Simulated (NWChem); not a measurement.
**Total energies of CS**

SMILES: [C-]#[S+]
```xyz
2

C      0.0000     0.0000     1.1192
S      0.0000     0.0000    -0.4197
```
Charge 0, spin multiplicity 1.

The numbers come from NWChem runs, not from measurements. Structure: optimised with B3LYP/def2-SVP, a minimum by its harmonic frequencies.

Basis set: def2-SVP (32 functions).

```json
[
 {"method": "RHF", "total energy (Ha)": "-435.16371"},
 {"method": "MP2", "total energy (Ha)": "-435.40679"},
 {"method": "B2PLYP", "total energy (Ha)": "-435.88385"},
 {"method": "PBE", "total energy (Ha)": "-435.83832"},
 {"method": "B3LYP", "total energy (Ha)": "-436.07360"},
 {"method": "PBE0", "total energy (Ha)": "-435.86502"},
 {"method": "CCSD(T)", "total energy (Ha)": "-435.43754"}
]
```

Total energies of different functionals aren't comparable as a measure of quality: only differences taken within one method are. 

The correlated methods keep 6 core orbitals frozen. B3LYP has NWChem's definition, with VWN1-RPA local correlation. The structure started from a generated list of species. Coupled-cluster values serve here as a point of comparison, not as the truth.
